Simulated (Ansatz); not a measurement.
Geometry optimisation, RKS PBE0/def2-SVP (Ansatz).

input.yaml

```yaml
crystal:
  periodic: [false, false, false]
  atoms:
    - { symbol: B, position_ang: [-0.214409, 0.115729, -0.696835] }
    - { symbol: "N", position_ang: [1.396713, -0.163537, 1.52543] }
    - { symbol: H, position_ang: [0.616395, -0.796262, 1.681549] }
    - { symbol: H, position_ang: [1.060378, 0.794444, 1.580993] }
    - { symbol: H, position_ang: [1.762323, -0.325051, 0.571149] }
    - { symbol: F, position_ang: [-1.2708, 0.374676, -0.039685] }
basis:
  gaussian: { orbitals: def2-SVP }
hamiltonian:
  xc: pbe0
relax:
  f_tol: 0.03
  max_steps: 50
output:
  orbitals: {}
```

Command:

```bash
$ ansatz run input.yaml --threads 1 --pin off --max-ram 2048MiB --backend cpu --events-out ev --progress --plain --runs-dir out
```

Question: Where does it end, and by what steps?

Answer: It converged. After 7 steps the energy has fallen by 0.050 eV; B1 moved furthest, 0.26 Å.

```
step  energy less start (eV)  largest force component (eV/Å)  accepted
   0                  0.0000                           0.697       yes
   1                 -0.0278                           0.691       yes
   2                 -0.0258                           1.138        no
   3                 -0.0380                           0.675       yes
   4                 -0.0463                           0.362       yes
   5                 -0.0221                           0.954        no
   6                 -0.0490                           0.088       yes
   7                 -0.0496                           0.009       yes
```

```xyz
6
Properties=species:S:1:pos:R:3
B -0.398 0.154 -0.882
N 1.495 -0.181 1.611
H 0.707 -0.808 1.759
H 1.134 0.770 1.646
H 1.828 -0.338 0.662
F -1.417 0.404 -0.174
```

Time of the run: 11 s on 1 thread of Arm Neoverse V1, on a shared host, peak memory 0.12 GiB.
